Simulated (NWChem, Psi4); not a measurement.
Worked example: the enthalpy of formation of Si3H8 (trisilane)

Si3H8 has 11 atoms, charge 0, and is taken as a singlet. SMILES: `[SiH3][SiH2][SiH3]`. The coordinates come from a PBE0-D4/def2-TZVP relaxation.

Total energies at B3LYP/6-31G* (spherical functions) (NWChem 7.3.0); the atoms run unrestricted:

```
species    state  energy (Eh)
  Si3H8  singlet  -873.277404
     Si  triplet  -289.369795
      H  doublet    -0.500273
```

Harmonic wavenumbers at wB97X-D/def2-SVP, in cm⁻¹: 92, 102, 105, 323, 397, 432, 446, 473, 574, 600, 715, 723, 879, 891, 926, 946, 948, 950, 954, 2229, 2233, 2241, 2246, 2246, 2250, 2251, 2252.

Measured heats of formation of the gaseous atoms at 298.15 K, in kJ/mol: Si 450.0, H 218.0. Spin-orbit lowering of the atoms at 298 K (mean of the ground term's levels less their thermal mean, from spectra), in kJ/mol: Si 0.44. Take 1 Eh = 2625.50 kJ/mol, 1 cm⁻¹ = 0.0119627 kJ/mol, RT = 2.479 kJ/mol.

Q: What heat of formation follows?

A: 
1. Electronic atomisation energy: 3 × (-289.369795) + 8 × (-0.500273) − (-873.277404) = 1.165835 Eh = 3060.9 kJ/mol.
2. Zero-point energy: half the sum of the wavenumbers, 14712 cm⁻¹ = 176.0 kJ/mol.
3. Thermal vibrational enthalpy, Σ hcν̃/(exp(hcν̃/kT) − 1): 12.1 kJ/mol. Translation, rotation and pV of a non-linear molecule: 4 RT = 9.9 kJ/mol.
4. The 11 free atoms carry 5/2 RT each: 68.2 kJ/mol.
5. Spin-orbit coupling lowers the free atoms by 3 × 0.44 = 1.3 kJ/mol.
6. Atomisation enthalpy at 298 K: 3060.9 − 1.3 − 176.0 − 12.1 − 9.9 + 68.2 = 2929.8 kJ/mol.
7. Sum of the atoms' heats of formation: 3094.0 kJ/mol. Heat of formation: 3094.0 − 2929.8 = +164.2 kJ/mol.

The tabulated value is +120.9 kJ/mol (CRC Handbook of Chemistry and Physics), so this level is off by +43.3 kJ/mol, or 1.5 % of the atomisation enthalpy that the table implies (2973.1 kJ/mol). Anharmonicity and any spin-orbit splitting of the molecule are left out.
